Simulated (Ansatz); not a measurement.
# CH3Ge: competing structures and spins

Ansatz 0.2.0, basis cc-pVDZ; geometries are PBE0/def2-TZVP minima. Wave-function levels freeze the cores with the filled d shells of p-block atoms; HF, MP2 and coupled cluster are restricted for singlets and unrestricted otherwise, restricted open-shell where a d shell is frozen, Kohn–Sham unrestricted where that lies lower. The reference is CCSDT(Q) (coupled cluster only where its series has nearly closed). Semilocal and hybrid functionals correlate all electrons outside any core potential and usually lie nearer their basis limit than the reference, so part of their error here is the reference's basis and frozen-core error; RPA and the MP2 part of double hybrids freeze the same cores as the reference. None of these values is a measured one. Energies are electronic, without zero-point terms. No spin–orbit coupling and no scalar relativity. The set is small: such energies can lie up to about 0.3 eV from the limit, spin gaps mostly less, so near ties and functionals' places can change in larger sets. The species are chosen: bound, without strong static correlation by their natural occupations or amplitudes, and with a ladder that closes on the reference, so errors are smaller than for species at large; levels whose determinant breaks symmetry or spin markedly are left out.

A. doublet; C–Ge 1.989, C–H 1.093/1.100, angles at C 105/107/110/114°. Coordinates (Å): Ge 0.000 0.000 0.354; C 0.010 0.000 -1.635; H -1.051 0.000 -1.924; H 0.463 0.895 -2.069; H 0.463 -0.895 -2.069
B. doublet; C–Ge 1.750, Ge–H 1.522/1.529, C–H 1.077, angles at C 152°, angles at Ge 116/121/123°. Coordinates (Å): Ge 0.000 0.009 0.252; C 0.000 -0.093 -1.495; H 0.000 1.336 1.011; H 0.000 -1.253 1.102; H 0.000 0.356 -2.475

From bonding and spin, estimate the order of these in energy at CCSDT(Q), each at its own geometry.

At CCSDT(Q), above the lowest of those listed: A (0.0 kcal/mol), B (54.9 kcal/mol).

```tsv
level	B less A (kcal/mol)
CCSDT(Q)	54.9
HF	60.2
MP2	59.5
CCSD	57.2
CCSD(T)	55.5
CCSDT	55.1
PBE	56.6
r2SCAN	52.7
PBE0	58.0
wB97M-V	61.2
RPA-PBE	58.1
```

Every level shown puts the same form lowest.

The geometries are PBE0's, not this basis's own minima.
